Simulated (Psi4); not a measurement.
**CH3AlO (SMILES [CH3][Al]=[O]): PBE0/cc-pV5Z (density fitting, sweep point 4)**

Wanted: a single-point energy of CH3AlO. 

The calculation is run with Psi4 1.11.

9 further runs of the same task are left out: 9 set aside as unsound or not needed. Runs told in other sessions of the task aren't counted.

## 1. The molecule

CH3AlO: 6 atoms, total charge 0, spin state singlet. As SMILES, `[CH3][Al]=[O]`. The shape is that of a PBE0-D4/def2-TZVP optimisation.

Bond lengths: C1–Al2 1.935 Å, Al2–O3 1.596 Å, C1–H4 1.092 Å, C1–H5 1.092 Å, C1–H6 1.092 Å. Angles: C1–Al2–O3 180.0°, Al2–C1–H4 110.5°, Al2–C1–H5 110.5°, Al2–C1–H6 110.5°, H4–C1–H5 108.4°, H4–C1–H6 108.4°, H5–C1–H6 108.4°.

## 2. A single-point energy at PBE0/cc-pV5Z (density fitting, sweep point 4)

ch3alo.in

```
memory 1600 mb

molecule mol {
  0 1
  C     -0.412500     0.498200    -0.315400
  Al     0.696700    -0.841400     0.532500
  O      1.611700    -1.946300     1.232100
  H      0.065200     1.479100    -0.263900
  H     -1.383600     0.560900     0.180800
  H     -0.577400     0.249400    -1.366100
  units angstrom
  symmetry c1
}

set basis cc-pV5Z
set reference rks
set puream true
set scf_type df
set dft_radial_points 99
set dft_spherical_points 590

energy("pbe0")
```

Command:

```bash
psi4 -i ch3alo.in -o ch3alo.out -n 1
```

Q: Predict the results. Wanted: total energy; dipole moment; HOMO energy; LUMO energy; HOMO–LUMO gap.

**Answer.** As computed:

At PBE0/cc-pV5Z (density fitting, sweep point 4):

```
     quantity          value
 total energy  -357.38382 Eh
dipole moment         5.92 D
  HOMO energy       -7.27 eV
  LUMO energy       -1.63 eV
HOMO–LUMO gap        5.64 eV
```
